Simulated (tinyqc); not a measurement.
Inside a calculation. Method: Hueckel theory of the pi electrons, for the molecule C=CC1=CC=C1 (SMILES; centres numbered as the heavy atoms are written). Computed by tinyqc, a small Python program that keeps every step. Settings: charge = 0. Command: `OMP_NUM_THREADS=1 python tinyqc.py 28326 28327 out.jsonl` (the two numbers bound the seeds that draw the settings). One thread of a shared host (Intel(R) Xeon(R) Processor @ 2.60GHz), about 0.01 s of CPU time with the checks.

## The Hueckel matrix

Centres:
```
centre  z_r, pi electrons of the neutral centre        h
1C                                            1  0.00000
2C                                            1  0.00000
3C                                            1  0.00000
4C                                            1  0.00000
5C                                            1  0.00000
6C                                            1  0.00000
```

Bonds:
```
i  j  k
1  2  1
2  3  1
3  4  1
4  5  1
5  6  1
6  3  1
```

H_rr = alpha + h_r beta, H_rs = k_rs beta for bonded centres.

Hueckel matrix in units of beta (H = alpha + beta A), order 1C, 2C, 3C, 4C, 5C, 6C:
$$\begin{pmatrix}
0.00000 & 1.00000 & 0.00000 & 0.00000 & 0.00000 & 0.00000 \\
1.00000 & 0.00000 & 1.00000 & 0.00000 & 0.00000 & 0.00000 \\
0.00000 & 1.00000 & 0.00000 & 1.00000 & 0.00000 & 1.00000 \\
0.00000 & 0.00000 & 1.00000 & 0.00000 & 1.00000 & 0.00000 \\
0.00000 & 0.00000 & 0.00000 & 1.00000 & 0.00000 & 1.00000 \\
0.00000 & 0.00000 & 1.00000 & 0.00000 & 1.00000 & 0.00000
\end{pmatrix}$$

## Orbitals

pi electrons, sum of z_r less the charge = 6

Diagonalise; E = alpha + x beta with beta < 0, so the largest x are filled first; degenerate levels share their electrons. P = sum n_i c_ri c_si; each orbital has its largest coefficient positive (the first on a tie).

x values: [2.17533, 1.12603, 0.00000, 0.00000, -1.12603, -2.17533]

occupations: [2.00000, 2.00000, 1.00000, 1.00000, 0.00000, 0.00000]

coefficients, order 1C, 2C, 3C, 4C, 5C, 6C:
$$\begin{pmatrix}
0.14943 & 0.55768 & 0.05193 & 0.57501 & -0.55768 & 0.14943 \\
0.32506 & 0.62796 & 0.00000 & 0.00000 & 0.62796 & -0.32506 \\
0.55768 & 0.14943 & -0.05193 & -0.57501 & -0.14943 & 0.55768 \\
0.44404 & -0.22985 & 0.70424 & -0.06361 & -0.22985 & -0.44404 \\
0.40825 & -0.40825 & 0.05193 & 0.57501 & 0.40825 & 0.40825 \\
0.44404 & -0.22985 & -0.70424 & 0.06361 & -0.22985 & -0.44404
\end{pmatrix}$$

charge and bond-order matrix P, order 1C, 2C, 3C, 4C, 5C, 6C:
$$\begin{pmatrix}
1.00000 & 0.79755 & 0.00000 & -0.12366 & 0.00000 & -0.12366 \\
0.79755 & 1.00000 & 0.55023 & 0.00000 & -0.24732 & 0.00000 \\
0.00000 & 0.55023 & 1.00000 & 0.42657 & 0.00000 & 0.42657 \\
-0.12366 & 0.00000 & 0.42657 & 1.00000 & 0.55023 & 0.00000 \\
0.00000 & -0.24732 & 0.00000 & 0.55023 & 1.00000 & 0.55023 \\
-0.12366 & 0.00000 & 0.42657 & 0.00000 & 0.55023 & 1.00000
\end{pmatrix}$$

Within a degenerate level the vectors are fixed only up to a rotation; this is one choice.

## Energy, charges, bond orders

E = sum n x; q_r = z_r - P_rr; bond order p = P_rs; free valence = sqrt(3) - sum of p over the bonds of the atom.

pi energy = 6 alpha + this times beta = 6.60272

pi charges: 1C 0.00000, 2C 0.00000, 3C 0.00000, 4C 0.00000, 5C 0.00000, 6C 0.00000

Bond orders and lengths from R = 1.517 - 0.180 p (angstrom, C-C alone):
```
bond        p        R
1-2   0.79755  1.37344
2-3   0.55023  1.41796
3-4   0.42657  1.44022
4-5   0.55023  1.41796
5-6   0.55023  1.41796
6-3   0.42657  1.44022
```

free valence of the carbons: 1C 0.93450, 2C 0.38428, 3C 0.32869, 4C 0.75526, 5C 0.63160, 6C 0.75526

gap between the highest filled and the next level = 1.12603 |beta|
